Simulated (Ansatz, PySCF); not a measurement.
Species: vinyl fluoride, C2H3F (charge 0, singlet). SMILES: C=CF
Geometry: optimised at B3LYP-D3(BJ)/def2-TZVP (Ansatz, a program for electronic structure).

Wanted: vertical triplet-singlet gap (E(triplet) - E(singlet); each state is the SCF solution reached for its spin), in kcal/mol. Cores are frozen in the correlated levels unless marked. Open shells are spin-unrestricted. Spin-orbit coupling is left out. Non-relativistic. CBS(X,Y): correlation extrapolated as X^-3; Hartree-Fock from the larger set.

```json
[
 {"level": "HF/aug-cc-pVDZ", "program": "Ansatz", "vertical triplet-singlet gap (kcal/mol)": "83.7"},
 {"level": "RI-HF/aug-cc-pVQZ", "program": "Ansatz", "vertical triplet-singlet gap (kcal/mol)": "83.0"},
 {"level": "PBE/def2-TZVPD", "program": "Ansatz", "vertical triplet-singlet gap (kcal/mol)": "105.3"},
 {"level": "r2SCAN/def2-TZVPD", "program": "Ansatz", "vertical triplet-singlet gap (kcal/mol)": "99.1"},
 {"level": "PBE0/def2-TZVPD", "program": "Ansatz", "vertical triplet-singlet gap (kcal/mol)": "101.7"},
 {"level": "BHLYP/def2-TZVPD", "program": "Ansatz", "vertical triplet-singlet gap (kcal/mol)": "100.2"},
 {"level": "M06-2X/def2-TZVPD", "program": "PySCF", "vertical triplet-singlet gap (kcal/mol)": "108.3"},
 {"level": "wB97X-V/def2-TZVPD", "program": "Ansatz", "vertical triplet-singlet gap (kcal/mol)": "107.0"},
 {"level": "RI-MP2/CBS(aug-cc-pVTZ,aug-cc-pVQZ)", "program": "Ansatz", "vertical triplet-singlet gap (kcal/mol)": "112.2"}
]
```
